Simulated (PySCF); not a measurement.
# NaS⁺: energy against distance

Set-up: Na def2-SVP, S def2-SVP; no relativity (PySCF 2.14). Energies in eV from Na⁺ + S in their ground configurations at the same level. State: ³Σ⁻ (triplet), unpaired electrons π ↑↑.

```tsv
R (Å)	UHF-CCSD(T)	r²SCAN0	PBE0	revPBE
2.503		-0.3752	-0.4236	-0.3990
2.619	-0.4839	-0.4862	-0.5309	-0.5189
2.735	-0.5538	-0.5449	-0.5865	-0.5855
2.823	-0.5807	-0.5651	-0.6048	-0.6110
2.910	-0.5918	-0.5709	-0.6089	-0.6216
2.997	-0.5911	-0.5663	-0.6029	-0.6212
3.114	-0.5772	-0.5492	-0.5839	-0.6087
3.259	-0.5466	-0.5169	-0.5496	-0.5806
3.434	-0.4996	-0.4708	-0.5011	-0.5372
3.667		-0.4066	-0.4339	-0.4733
```

Task: Put a parabola through the three lowest points of the UHF-CCSD(T) curve and estimate Re, k and ωe (reduced mass 13.37 u; 1 eV/Å² = 0.16022 mdyn/Å; ωe = 1302.8·√(k/μ) cm⁻¹).

Result: Through R = 2.823, 2.91, 2.997 Å the second-order coefficient is 0.779 eV/Å², so Re ≈ 2.948 Å, k ≈ 0.250 mdyn/Å and ωe ≈ 178 cm⁻¹. A polynomial fit of higher order to the unrounded UHF-CCSD(T) energies gives Re = 2.947 Å, k = 0.216 mdyn/Å, ωe = 166 cm⁻¹; anharmonicity and rounding make the difference.

The higher-order fit for each curve: UHF-CCSD(T): Re = 2.947 Å, ωe = 166 cm⁻¹, De = 0.59 eV; r²SCAN0: Re = 2.910 Å, ωe = 166 cm⁻¹, De = 0.57 eV; PBE0: Re = 2.897 Å, ωe = 169 cm⁻¹, De = 0.61 eV; revPBE: Re = 2.949 Å, ωe = 159 cm⁻¹, De = 0.62 eV.

Correlated steps freeze 6 core orbitals. Correlated levels converge slowly with the basis: in double zeta they bind strong bonds too weakly, by up to about 1 eV, and carry superposition errors of some tenths. For an ion De counts to the pair picked by the measured ionisation energies or electron affinities, which need not be the lowest pair at this level. The state was picked by a PBE0 search and need not be the measured ground state.
